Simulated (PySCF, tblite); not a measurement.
Species: protonated nitrous oxide, HN2O (charge +1).
Geometry (GFN2-xTB, Å), atoms numbered from 1 in this order:
```xyz
4
HN2O angstrom
N      1.5743   -0.1133   -0.2790
N      0.4901   -0.0918   -0.1675
O     -0.6971   -0.1432    0.0496
H     -1.3570    0.3530   -0.4976
```

Computed geometry: GFN2-xTB, gas phase.

Masses are those of the commonest isotopes; rigid-rotor values at the optimised geometry. 

What are A, B and C (cm⁻¹)?

Ia = 0.61, Ib = 42.34, Ic = 42.95 u·Å²; 505379 MHz·u·Å²/I gives 822930, 11938 and 11767 MHz, that is A = 27.44998, B = 0.39820, C = 0.39250 cm⁻¹.

Classify the top.

A near-prolate asymmetric top. Ray's parameter κ = (2B − A − C)/(A − C) = -1.000; −1 is the prolate and +1 the oblate limit.

Is it planar, by Δ = Ic − Ia − Ib?

Planar: Δ = Ic − Ia − Ib = 0.00 u·Å². For a rigid frame Δ = −2 Σ m c², so it vanishes when all atoms lie in the ab plane; here none is more than 0.01 Å from it.

Estimate the classical rotational partition function at 500 K.

Point group Cs, symmetry number σ = 1; q = (√π/σ)·√((kT/h)³/(ABC)), k/h = 20836.6 MHz/K: 5540 at 500 K.

Its GFN2-xTB frequencies are all real (lowest 490 cm⁻¹). These are rigid-rotor constants of the computed structure; measured ground-state constants (B0) also hold zero-point vibration.
